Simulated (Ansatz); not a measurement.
InSe (R3m, No. 160)

Level of theory: dielectric-dependent PBEsol hybrid (plane waves, PAW; Ansatz, a first-principles code).

Run with plane-wave cutoff 460 eV, 8×8×8 k mesh, Fermi–Dirac smearing 0.01 eV, scalar-relativistic PAW data made under PBE.

Cell (relaxed with PBEsol):

Space group R3m, hexagonal axes (No. 160); a = b = 4.009 Å, c = 25.270 Å, α = β = 90.00°, γ = 120.00°

| atom | site | symmetry | x | y | z |
|---|---|---|---|---|---|
| In | 3a | 3m | 0.0000 | 0.0000 | 0.8890 |
| In | 3a | 3m | 0.0000 | 0.0000 | 0.9988 |
| Se | 3a | 3m | 0.0000 | 0.0000 | 0.3827 |
| Se | 3a | 3m | 0.0000 | 0.0000 | 0.1718 |
(The calculation used a cell of 4 atoms; values per cell refer to that cell.)

```yaml
band_gap: 0.93 eV (on the SCF k mesh)
direct gap at Γ: 3.52 eV
```

Note: the cell comes from a level without a dispersion term, which matters for the spacing of layers, chains or molecules; cell and atoms aren't relaxed at this level (largest force component 0.13 eV/Å, pressure -0.5 GPa); the cell has widely spaced layers and the level no dispersion term, so their spacing and the moduli can rest on weak binding.

Spin–orbit coupling is not included.

Static lattice: no zero-point or thermal effects.
